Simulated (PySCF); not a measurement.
Charge on either side of a bond

Species: C5H5F.
Atom-mapped SMILES: `[CH2:1]=[C:2]=[CH:3][C:4](=[CH2:5])[F:6]` (hydrogens: H7, H8 on C1; H9 on C3; H10, H11 on C5)

Cartesian coordinates in Å at the PBE0-D3(BJ)/def2-SVP level; atoms count from 1:
```xyz
11
C5H5F angstrom
C      2.571    0.751   -0.393
C      1.438    0.317    0.085
C      0.301   -0.124    0.582
C     -0.958   -0.156   -0.151
C     -2.127   -0.600    0.321
F     -0.877    0.312   -1.397
H      2.862    1.803   -0.297
H      3.263    0.079   -0.912
H      0.272   -0.496    1.612
H     -3.018   -0.584   -0.308
H     -2.197   -0.979    1.340
```

Atomic charges (e) from the PBE0/pcSseg-1 density (PySCF):

```tsv
atom	Mulliken	IAO	Hirshfeld	ESP-fitted
C1	-0.1577	-0.3393	-0.1017	-0.5895
C2	-0.0669	+0.0476	+0.0066	+0.2681
C3	-0.3019	-0.2261	-0.0784	-0.5109
C4	+0.2680	+0.3086	+0.0863	+0.5384
C5	-0.2266	-0.3829	-0.1341	-0.7434
F6	-0.2629	-0.2652	-0.0762	-0.1909
H7	+0.1623	+0.1755	+0.0645	+0.2431
H8	+0.1623	+0.1755	+0.0645	+0.2425
H9	+0.1531	+0.1765	+0.0631	+0.2234
H10	+0.1356	+0.1685	+0.0520	+0.2571
H11	+0.1347	+0.1612	+0.0531	+0.2620
```

Cut each of the bonds C1–C2, C2–C3, C4–C3 and C5–C4 in turn and sum the charges on the side of the atom named first.

In e; the other side holds the opposite charge:

| bond cut | piece | atoms | Mulliken | IAO | Hirshfeld | ESP-fitted |
| --- | --- | --- | --- | --- | --- | --- |
| C1–C2 | CH2 | 3 | +0.167 | +0.012 | +0.027 | -0.104 |
| C2–C3 | C2H2 | 4 | +0.100 | +0.059 | +0.034 | +0.164 |
| C4–C3 | C2H2F | 5 | +0.049 | -0.010 | -0.019 | +0.123 |
| C5–C4 | CH2 | 3 | +0.044 | -0.053 | -0.029 | -0.224 |

Extremes among these pieces. Mulliken: lowest CH2 at C5, highest CH2 at C1; IAO: lowest CH2 at C5, highest C2H2 at C2; Hirshfeld: lowest CH2 at C5, highest C2H2 at C2; ESP-fitted: lowest CH2 at C5, highest C2H2 at C2.

Do the schemes agree better on the pieces than on the single atoms at the cuts?

The spread between schemes averages 0.203 e for the pieces and 0.471 e for the atoms named first; it is smaller for the piece at 4 of the 4 cuts. On average they agree better on the pieces. The sign differs between schemes (beyond ±0.03 e) for CH2 at C1 and CH2 at C5.

The structure is a single PBE0-D3(BJ)/def2-SVP conformer in the gas phase; no vibrational or solvent corrections.
